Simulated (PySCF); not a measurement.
EPR parameters of C5H5

Species: C5H5 (doublet state).
Numbering: `[CH:1]#[C:2][C:3]([CH2:4])=[CH2:5]` (hydrogens: H6 on C1; H7, H8 on C4; H9, H10 on C5)

Cartesian coordinates in Å at the GFN2-xTB level; atoms count from 1:
```xyz
10
C5H5 angstrom
C      2.2212   -0.5532    0.5386
C      1.0888   -0.2703    0.2637
C     -0.2585    0.0648   -0.0650
C     -1.1146   -0.9540   -0.4331
C     -0.6370    1.3910    0.0016
H      3.2129   -0.7965    0.7799
H     -2.1375   -0.7426   -0.6886
H     -0.7836   -1.9755   -0.4736
H     -1.6429    1.6860   -0.2382
H      0.0602    2.1550    0.2922
```

The hyperfine couplings belong to this conformer and change with its torsions.

Method used: UKS B3LYP, pcH-1 on C H, non-relativistic, mean-field spin-orbit, GIAO (PySCF 2.14.0). Isolated species at its GFN2-xTB geometry (one conformer only). A GFN2-xTB geometry isn't a minimum of the functional, and hyperfine couplings can be far from their values at a DFT geometry. Stability of the SCF solution: not tested. ⟨S²⟩ is 0.786 where a pure state has 0.75.

* g1, g2, g3: 2.00219, 2.00277, 2.00283
* g_iso: 2.00260
* Form of g: close to axial: the two nearest values differ by 9 % of g3 − g1
* ⟨S²⟩: 0.7858 (exact 0.7500)
* α and β electrons: 18, 17
* HOMO–LUMO gap, α and β orbitals: 5.20, 4.54 eV

Isotropic coupling and dipolar principal values T1 to T3, in MHz; ρ(0) is the spin density at the nucleus:

```json
{"atom": "C1", "isotope": "13C", "a_iso": "-6.6", "T1": "-10.8", "T2": "3.4", "T3": "7.4", "Mulliken spin population": "-0.08", "ρ(0) (bohr⁻³)": "-0.0059"}
{"atom": "C2", "isotope": "13C", "a_iso": "13.6", "T1": "-3.4", "T2": "-0.6", "T3": "4.0", "Mulliken spin population": "0.05", "ρ(0) (bohr⁻³)": "0.0121"}
{"atom": "C3", "isotope": "13C", "a_iso": "-50.9", "T1": "-29.5", "T2": "11.9", "T3": "17.6", "Mulliken spin population": "-0.26", "ρ(0) (bohr⁻³)": "-0.0453"}
{"atom": "C4", "isotope": "13C", "a_iso": "57.9", "T1": "-53.6", "T2": "-52.1", "T3": "105.7", "Mulliken spin population": "0.70", "ρ(0) (bohr⁻³)": "0.0515"}
{"atom": "C5", "isotope": "13C", "a_iso": "57.9", "T1": "-53.6", "T2": "-52.1", "T3": "105.7", "Mulliken spin population": "0.70", "ρ(0) (bohr⁻³)": "0.0515"}
{"atom": "H6", "isotope": "1H", "a_iso": "6.1", "T1": "-1.4", "T2": "-0.5", "T3": "1.9", "Mulliken spin population": "0.00", "ρ(0) (bohr⁻³)": "0.0014"}
{"atom": "H7", "isotope": "1H", "a_iso": "-41.3", "T1": "-22.4", "T2": "-2.0", "T3": "24.4", "Mulliken spin population": "-0.03", "ρ(0) (bohr⁻³)": "-0.0092"}
{"atom": "H8", "isotope": "1H", "a_iso": "-43.9", "T1": "-26.1", "T2": "-0.7", "T3": "26.8", "Mulliken spin population": "-0.03", "ρ(0) (bohr⁻³)": "-0.0098"}
{"atom": "H9", "isotope": "1H", "a_iso": "-41.3", "T1": "-22.4", "T2": "-2.0", "T3": "24.4", "Mulliken spin population": "-0.03", "ρ(0) (bohr⁻³)": "-0.0092"}
{"atom": "H10", "isotope": "1H", "a_iso": "-43.9", "T1": "-26.1", "T2": "-0.7", "T3": "26.7", "Mulliken spin population": "-0.03", "ρ(0) (bohr⁻³)": "-0.0098"}
```

Largest spin populations (Mulliken): C4 (+0.70), C5 (+0.70), C3 (-0.26) and C1 (-0.08). The positive populations add up to 1.46 and the negative ones to -0.46, together 2S = 1. The angles at C4 add up to 360.0°, so it is planar; its axial dipolar tensor and the negative couplings of its protons fit spin in a p orbital normal to that plane.

Axes: g1 is normal to the molecular plane and g2 points within 1° of the C2–C3 bond.

Under fast tumbling the dipolar parts average out, and these isotropic splittings remain: 2 × 1H (H8/H10, I = 1/2, 3 lines) with 1.57 mT, 2 × 1H (H7/H9, I = 1/2, 3 lines) with 1.47 mT and 1 × 1H (H6, I = 1/2, 2 lines) with 0.22 mT.

H7 and H8 aren't averaged: C4 is flat or nearly so (angle sum 360°), and its turn about the short C4–C3 bond (1.38 Å) is taken as slow.

The 13C coupling of C4/C5 (mean 57.9 MHz) shows only in satellite lines or after enrichment, since that isotope makes up about 1.07 % of natural carbon.

Examples of negative spin density at the nucleus (bohr⁻³): C3 (-0.0453), H8/H10 (-0.0098) and H7/H9 (-0.0092).
